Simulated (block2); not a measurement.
# DMRG/STO-6G run of CH2F (SMILES [CH2]F)

What is the vertical ionisation energy of CH2F at DMRG/STO-6G? The job is set up through a Python script.

The calculation is run with block2 0.5.4.

4 further runs of the same task are left out: 1 that didn't finish, 3 set aside as unsound or not needed.

### Step 1. Starting point

CH2F has 4 atoms, charge 0, and is taken as a doublet. As SMILES, `[CH2]F`. Geometry: relaxed at PBE0-D4/def2-TZVP.

Bond lengths: C1–F2 1.331 Å, C1–H3 1.082 Å, C1–H4 1.082 Å. Angles: F2–C1–H3 115.1°, F2–C1–H4 115.1°, H3–C1–H4 124.6°.

### Step 2. The energy at DMRG/STO-6G

Contents of job.py:

```python
import numpy as np
from pyscf import cc, dft, gto, mcscf, mp, scf
from pyblock2._pyscf.ao2mo import integrals as itg
from pyblock2.driver.core import DMRGDriver, SymmetryTypes

geom = """
C     -0.030100    -0.057600    -0.131100
F      0.950000     0.694000     0.364600
H     -0.946900     0.472300    -0.352500
H      0.027000    -1.108700     0.119000
"""
mol = gto.M(
    atom=geom,
    basis="sto-6g",
    spin=1,
    verbose=3,
)
print("nao = %d" % (mol.nao))
mf = scf.ROHF(mol)
mf.conv_tol = 1e-10
mf.max_cycle = 200
mf.kernel()
if not mf.converged:
    mf = mf.newton().run(mf.mo_coeff, mf.mo_occ)
print("E(HF) = %.10f" % (mf.e_tot))
ref = scf.UHF(mol).run(mf.make_rdm1(), conv_tol=1e-10)
pt = mp.MP2(ref, frozen=2).run()
mycc = cc.CCSD(ref, frozen=2)
mycc.max_cycle = 150
mycc.kernel()
print(f"E(MP2) = {pt.e_tot:.10f}")
if mycc.converged:
    print("CCSD total energy = %.10f" % (mycc.e_tot))
    print("E(CCSD(T)) = %.10f" % (mycc.e_tot + mycc.ccsd_t()))
ks = dft.UKS(mol, xc="tpssh").set(conv_tol=1e-9, verbose=3).run(mf.make_rdm1())
if ks.converged:
    print(f"E(TPSSh) = {ks.e_tot:.8f}")
ks = dft.UKS(mol, xc="wb97x").set(conv_tol=1e-9, verbose=3).run(mf.make_rdm1())
if ks.converged:
    print("E(wB97X) = %.8f" % (ks.e_tot))
ks = dft.UKS(mol, xc="bhandhlyp").set(conv_tol=1e-9, verbose=3).run(mf.make_rdm1())
if ks.converged:
    print("E(BHLYP) = %.8f" % (ks.e_tot))
occ_no, mo = mcscf.addons.make_natural_orbitals(mp.MP2(mf.to_uhf(), frozen=2).run())
mf.mo_coeff = mo
ncas, n_elec, spin, ecore, h1e, g2e, orb_sym = itg.get_rhf_integrals(mf, ncore=2, ncas=10, pg_symm=False, g2e_symm=1)
dmrg = DMRGDriver(scratch="./tmp", symm_type=SymmetryTypes.SU2, stack_mem=1500 << 20, n_threads=1)
idx = dmrg.orbital_reordering(h1e, g2e, method="fiedler")
print("orbital order:", idx.tolist())
h1e = h1e[np.ix_(idx, idx)]
g2e = g2e[np.ix_(idx, idx, idx, idx)]
orb_sym = np.array(orb_sym)[idx]
dmrg.initialize_system(n_sites=ncas, n_elec=n_elec, spin=spin, orb_sym=orb_sym)
mpo = dmrg.get_qc_mpo(h1e=h1e, g2e=g2e, ecore=ecore, iprint=1)
psi = dmrg.get_random_mps(tag="GS", bond_dim=50, nroots=1)
bond_dims = [50] * 2 + [75] * 3 + [100] * 3
noises = [0.0001] * 2 + [0.0001] * 3 + [1e-05] * 3 + [0]
thrds = [1e-09] * 8
e = dmrg.dmrg(mpo, psi, n_sweeps=14, tol=1e-06, bond_dims=bond_dims, noises=noises, thrds=thrds, iprint=1)
ms, dws, es = dmrg.get_dmrg_results()
print("DW = %.3e" % (dws[-1]))
print(f"total energy = {e:.10f}")
ci = mcscf.CASCI(mf, 10, (7, 6))
ci.fix_spin_(ss=0.75)
ci.fcisolver.conv_tol = 1e-10
ci.fcisolver.max_cycle = 200
ci.kernel()
print("FCI energy = %.10f" % (ci.e_tot))
```

Launch:

```console
$ python job.py
```

The program printed:

```text
nao = 12
converged SCF energy = -137.833621761997
E(HF) = -137.8336217620
converged SCF energy = -137.83671757238  <S^2> = 0.76125542  2S+1 = 2.0112239
E(UMP2) = -137.89192157128  E_corr = -0.0552039988993764
E(SCS-UMP2) = -137.897243331207  E_corr = -0.0605257588267928
E(UCCSD) = -137.9142897231599  E_corr = -0.07757215077941008
E(MP2) = -137.8919215713
CCSD total energy = -137.9142897232
UCCSD(T) correction = -0.00145979339829615
E(CCSD(T)) = -137.9157495166
converged SCF energy = -138.472957703446  <S^2> = 0.75260729  2S+1 = 2.0026056
E(TPSSh) = -138.47295770
converged SCF energy = -138.430791586612  <S^2> = 0.75265694  2S+1 = 2.0026552
E(wB97X) = -138.43079159
converged SCF energy = -138.403701584367  <S^2> = 0.7535221  2S+1 = 2.003519
E(BHLYP) = -138.40370158
E(UMP2) = -137.889803791601  E_corr = -0.0561820296039161
E(SCS-UMP2) = -137.895047489671  E_corr = -0.0614257276734741
orbital order: [4, 8, 9, 3, 6, 7, 5, 2, 0, 1]
integral symmetrize error =  0.0
integral cutoff error =  0.0
mpo terms =       6130

Build MPO | Nsites =    10 | Nterms =       6130 | Algorithm = FastBIP | Cutoff = 1.00e-20
 Site =     0 /    10 .. Mmpo =    14 DW = 0.00e+00 NNZ =       14 SPT = 0.0000 Tmvc = 0.001 T = 0.004
 Site =     1 /    10 .. Mmpo =    42 DW = 0.00e+00 NNZ =      177 SPT = 0.6990 Tmvc = 0.001 T = 0.005
 Site =     2 /    10 .. Mmpo =    64 DW = 0.00e+00 NNZ =      349 SPT = 0.8702 Tmvc = 0.001 T = 0.005
 Site =     3 /    10 .. Mmpo =    94 DW = 0.00e+00 NNZ =      574 SPT = 0.9046 Tmvc = 0.002 T = 0.006
 Site =     4 /    10 .. Mmpo =   132 DW = 0.00e+00 NNZ =      802 SPT = 0.9354 Tmvc = 0.002 T = 0.006
 Site =     5 /    10 .. Mmpo =    94 DW = 0.00e+00 NNZ =     2807 SPT = 0.7738 Tmvc = 0.002 T = 0.009
 Site =     6 /    10 .. Mmpo =    64 DW = 0.00e+00 NNZ =      574 SPT = 0.9046 Tmvc = 0.001 T = 0.003
 Site =     7 /    10 .. Mmpo =    42 DW = 0.00e+00 NNZ =      348 SPT = 0.8705 Tmvc = 0.000 T = 0.002
 Site =     8 /    10 .. Mmpo =    14 DW = 0.00e+00 NNZ =      178 SPT = 0.6973 Tmvc = 0.000 T = 0.001
 Site =     9 /    10 .. Mmpo =     1 DW = 0.00e+00 NNZ =       14 SPT = 0.0000 Tmvc = 0.000 T = 0.000
Ttotal =      0.042 Tmvc-total = 0.010 MPO bond dimension =   132 MaxDW = 0.00e+00
NNZ =         5837 SIZE =        43428 SPT = 0.8656

Rank =     0 Ttotal =      0.043 MPO method = FastBipartite bond dimension =     132 NNZ =         5837 SIZE =        43428 SPT = 0.8656

Sweep =    0 | Direction =  forward | Bond dimension =   50 | Noise =  1.00e-04 | Dav threshold =  1.00e-09
Time elapsed =      0.914 | E =    -137.9139670503 | DW = 6.35230e-07

Sweep =    1 | Direction = backward | Bond dimension =   50 | Noise =  1.00e-04 | Dav threshold =  1.00e-09
Time elapsed =      1.581 | E =    -137.9161912021 | DE = -2.22e-03 | DW = 9.09569e-06

Sweep =    2 | Direction =  forward | Bond dimension =   75 | Noise =  1.00e-04 | Dav threshold =  1.00e-09
Time elapsed =      2.373 | E =    -137.9162390046 | DE = -4.78e-05 | DW = 1.89103e-06

Sweep =    3 | Direction = backward | Bond dimension =   75 | Noise =  1.00e-04 | Dav threshold =  1.00e-09
Time elapsed =      3.351 | E =    -137.9162466870 | DE = -7.68e-06 | DW = 2.76214e-06

Sweep =    4 | Direction =  forward | Bond dimension =   75 | Noise =  1.00e-04 | Dav threshold =  1.00e-09
Time elapsed =      4.210 | E =    -137.9162466870 | DE = -1.13e-11 | DW = 2.57500e-06

Sweep =    5 | Direction = backward | Bond dimension =  100 | Noise =  1.00e-05 | Dav threshold =  1.00e-09
Time elapsed =      5.214 | E =    -137.9162491459 | DE = -2.46e-06 | DW = 5.23811e-07

Sweep =    6 | Direction =  forward | Bond dimension =  100 | Noise =  1.00e-05 | Dav threshold =  1.00e-09
Time elapsed =      6.178 | E =    -137.9162491459 | DE = -1.02e-11 | DW = 4.42761e-07

Sweep =    7 | Direction = backward | Bond dimension =  100 | Noise =  1.00e-05 | Dav threshold =  1.00e-09
Time elapsed =      7.213 | E =    -137.9162495178 | DE = -3.72e-07 | DW = 5.30334e-07

Sweep =    8 | Direction =  forward | Bond dimension =  100 | Noise =  0.00e+00 | Dav threshold =  1.00e-07
Time elapsed =      8.363 | E =    -137.9162495158 | DE = 1.93e-09 | DW = 3.69398e-07

DW = 3.694e-07
total energy = -137.9162495158
CASCI E = -137.916250132723  E(CI) = -49.0940044016537  S^2 = 0.7500000
FCI energy = -137.9162501327
```

Wall time 23 s (1 thread of Intel Xeon at 2.50GHz (Skylake/Cascade Lake), shared host); peak memory 0.3 GiB.

### Step 3. The singlet cation: a single-point energy at DMRG/STO-6G

Contents of run_dmrg.py:

```python
import numpy as np
from pyscf import cc, dft, gto, mcscf, mp, scf
from pyblock2._pyscf.ao2mo import integrals as itg
from pyblock2.driver.core import DMRGDriver, SymmetryTypes

mol = gto.M(atom="""
C     -0.030100    -0.057600    -0.131100
F      0.950000     0.694000     0.364600
H     -0.946900     0.472300    -0.352500
H      0.027000    -1.108700     0.119000
""", basis="sto-6g", charge=1, verbose=3)
print("nao = %d" % (mol.nao))
mf = scf.RHF(mol)
mf.conv_tol = 1e-10
mf.max_cycle = 200
mf.kernel()
if not mf.converged:
    mf = mf.newton().run(mf.mo_coeff, mf.mo_occ)
print(f"E(HF) = {mf.e_tot:.10f}")
ref = mf
pt = mp.MP2(ref, frozen=2).run()
mycc = cc.CCSD(ref, frozen=2)
mycc.max_cycle = 150
mycc.kernel()
print(f"MP2 total energy = {pt.e_tot:.10f}")
if mycc.converged:
    print(f"E(CCSD) = {mycc.e_tot:.10f}")
    print("CCSD(T) total energy = %.10f" % (mycc.e_tot + mycc.ccsd_t()))
    print("T1 diagnostic = %.4f" % (mycc.get_t1_diagnostic()))
ks = dft.RKS(mol, xc="tpssh").set(conv_tol=1e-9, verbose=3).run()
if ks.converged:
    print("E(TPSSh) = %.8f" % (ks.e_tot))
ks = dft.RKS(mol, xc="wb97x").set(conv_tol=1e-9, verbose=3).run()
if ks.converged:
    print("E(wB97X) = %.8f" % (ks.e_tot))
ks = dft.RKS(mol, xc="bhandhlyp").set(conv_tol=1e-9, verbose=3).run()
if ks.converged:
    print("E(BHLYP) = %.8f" % (ks.e_tot))
occ_no, mo = mcscf.addons.make_natural_orbitals(mp.MP2(mf, frozen=2).run())
mf.mo_coeff = mo
ncas, n_elec, spin, ecore, h1e, g2e, orb_sym = itg.get_rhf_integrals(mf, ncore=2, ncas=10, pg_symm=False, g2e_symm=1)
driver = DMRGDriver(scratch="./tmp", symm_type=SymmetryTypes.SU2, stack_mem=1500 << 20, n_threads=1)
idx = driver.orbital_reordering(h1e, g2e, method="fiedler")
print("orbital order:", idx.tolist())
h1e = h1e[np.ix_(idx, idx)]
g2e = g2e[np.ix_(idx, idx, idx, idx)]
orb_sym = np.array(orb_sym)[idx]
driver.initialize_system(n_sites=ncas, n_elec=n_elec, spin=spin, orb_sym=orb_sym)
mpo = driver.get_qc_mpo(h1e=h1e, g2e=g2e, ecore=ecore, iprint=0)
occs = np.array([1.8] * 6 + [0.2] * 4)[idx]
ket = driver.get_random_mps(tag="GS", bond_dim=50, nroots=1, occs=occs)
bond_dims = [50] * 4 + [75] * 3 + [100] * 3
noises = [0.0001] * 4 + [0.0001] * 3 + [1e-05] * 3 + [0]
thrds = [1e-09] * 10
e = driver.dmrg(mpo, ket, n_sweeps=16, tol=1e-06, bond_dims=bond_dims, noises=noises, thrds=thrds, iprint=1)
ms, dws, es = driver.get_dmrg_results()
print("discarded weight = %.3e" % (dws[-1]))
print("final energy = %.10f" % (e))
dm1 = driver.get_1pdm(ket)
print("natural occupations =", np.round(np.linalg.eigvalsh(dm1)[::-1], 5).tolist())
c_act = mf.mo_coeff[:, 2:12][:, idx]
dm_ao = c_act @ dm1 @ c_act.T + 2 * mf.mo_coeff[:, :2] @ mf.mo_coeff[:, :2].T
print("dipole / D =", np.round(scf.hf.dip_moment(mol, dm_ao, verbose=0), 4).tolist())
print(f"max block entropy = {max(driver.get_bipartite_entanglement(ket)):.4f}")
csf, coef = driver.get_csf_coefficients(ket, cutoff=0.05, iprint=1)
print("c0^2 = %.4f" % (np.max(np.abs(coef)) ** 2))
ci = mcscf.CASCI(mf, 10, (6, 6))
ci.fix_spin_(ss=0)
ci.fcisolver.conv_tol = 1e-10
ci.fcisolver.max_cycle = 200
ci.kernel()
print("FCI energy = %.10f" % (ci.e_tot))
```

Launch:

```console
$ python run_dmrg.py
```

The program printed:

```text
nao = 12
converged SCF energy = -137.550629794862
E(HF) = -137.5506297949
E(RMP2) = -137.643162479087  E_corr = -0.0925326842250214
E(SCS-RMP2) = -137.647526747611  E_corr = -0.0968969527482618
E(CCSD) = -137.6673564587092  E_corr = -0.1167266638467081
MP2 total energy = -137.6431624791
E(CCSD) = -137.6673564587
CCSD(T) correction = -0.00835370168533774
CCSD(T) total energy = -137.6757101604
T1 diagnostic = 0.0405
converged SCF energy = -138.190821919013
E(TPSSh) = -138.19082192
converged SCF energy = -138.148000050639
E(wB97X) = -138.14800005
converged SCF energy = -138.111135913233
E(BHLYP) = -138.11113591
E(RMP2) = -137.643162479087  E_corr = -0.0925326842250214
E(SCS-RMP2) = -137.647526747611  E_corr = -0.0968969527482618
orbital order: [9, 8, 3, 2, 6, 7, 4, 5, 0, 1]

Sweep =    0 | Direction =  forward | Bond dimension =   50 | Noise =  1.00e-04 | Dav threshold =  1.00e-09
Time elapsed =      0.371 | E =    -137.6540622112 | DW = 8.54126e-08

Sweep =    1 | Direction = backward | Bond dimension =   50 | Noise =  1.00e-04 | Dav threshold =  1.00e-09
Time elapsed =      1.050 | E =    -137.6744822873 | DE = -2.04e-02 | DW = 4.34994e-06

Sweep =    2 | Direction =  forward | Bond dimension =   50 | Noise =  1.00e-04 | Dav threshold =  1.00e-09
Time elapsed =      1.782 | E =    -137.6762433428 | DE = -1.76e-03 | DW = 1.42066e-05

Sweep =    3 | Direction = backward | Bond dimension =   50 | Noise =  1.00e-04 | Dav threshold =  1.00e-09
Time elapsed =      2.423 | E =    -137.6762929387 | DE = -4.96e-05 | DW = 1.02593e-05

Sweep =    4 | Direction =  forward | Bond dimension =   75 | Noise =  1.00e-04 | Dav threshold =  1.00e-09
Time elapsed =      3.194 | E =    -137.6763109594 | DE = -1.80e-05 | DW = 3.91154e-06

Sweep =    5 | Direction = backward | Bond dimension =   75 | Noise =  1.00e-04 | Dav threshold =  1.00e-09
Time elapsed =      4.135 | E =    -137.6763168409 | DE = -5.88e-06 | DW = 2.50169e-06

Sweep =    6 | Direction =  forward | Bond dimension =   75 | Noise =  1.00e-04 | Dav threshold =  1.00e-09
Time elapsed =      4.986 | E =    -137.6763175792 | DE = -7.38e-07 | DW = 4.37896e-06

Sweep =    7 | Direction = backward | Bond dimension =  100 | Noise =  1.00e-05 | Dav threshold =  1.00e-09
Time elapsed =      6.044 | E =    -137.6763181757 | DE = -5.96e-07 | DW = 4.21117e-07

Sweep =    8 | Direction =  forward | Bond dimension =  100 | Noise =  1.00e-05 | Dav threshold =  1.00e-09
Time elapsed =      7.310 | E =    -137.6763210421 | DE = -2.87e-06 | DW = 7.92488e-07

Sweep =    9 | Direction = backward | Bond dimension =  100 | Noise =  1.00e-05 | Dav threshold =  1.00e-09
Time elapsed =      8.572 | E =    -137.6763210452 | DE = -3.08e-09 | DW = 5.51804e-07

Sweep =   10 | Direction =  forward | Bond dimension =  100 | Noise =  0.00e+00 | Dav threshold =  1.00e-07
Time elapsed =      9.729 | E =    -137.6763210649 | DE = -1.97e-08 | DW = 5.02602e-07

discarded weight = 5.026e-07
final energy = -137.6763210649
natural occupations = [1.99902, 1.99707, 1.97931, 1.97784, 1.95733, 1.91349, 0.0919, 0.04456, 0.01982, 0.01966]
dipole / D = [0.3989, 0.2301, -0.0525]
max block entropy = 0.4906
mps center changed (temporarily)
DTRIE T =      0.002
Number of CSF =          9 (cutoff =      0.05)
Sum of weights of included CSF =    0.974000458676535

CSF          0 0022002222  =    0.941887752651252
CSF          1 0022+02-22  =   -0.156802873999370
CSF          2 0022202022  =   -0.143743453720606
CSF          3 0022++--22  =   -0.118804895395080
CSF          4 0022+-+-22  =    0.098468709458905
CSF          5 0022020222  =   -0.080392536274685
CSF          6 +-+-002222  =   -0.065013623025203
CSF          7 0022+0-222  =   -0.060233024419869
CSF          8 0202002222  =   -0.058908064723557
c0^2 = 0.8872
CASCI E = -137.676321311748  E(CI) = -48.8533348215768  S^2 = 0.0000000
FCI energy = -137.6763213117
```

Run time: 22 s. Hardware: 1 thread of Intel Xeon at 2.50GHz (Skylake/Cascade Lake), shared host; peak memory 0.31 GiB.

### Step 4. Summary of results

Level: DMRG/STO-6G, 2 core orbitals frozen.

| quantity | value |
| --- | --- |
| run 1, DMRG/STO-6G: total energy | -137.91625 Eh |
| singlet cation: total energy | -137.67632 Eh |
| singlet cation: T1 diagnostic of the CCSD step | 0.041 |
| vertical ionisation energy (to the singlet cation) | 6.529 eV |

In words: The vertical ionisation energy comes to 6.53 eV (151 kcal/mol). Only the singlet of the ionised species was computed; a triplet could lie lower. In a minimal basis such a difference can be off by several eV, whatever the method. The T1 diagnostic (singlet cation) of 0.041 is above the customary mark for such species, so a single reference may not serve.
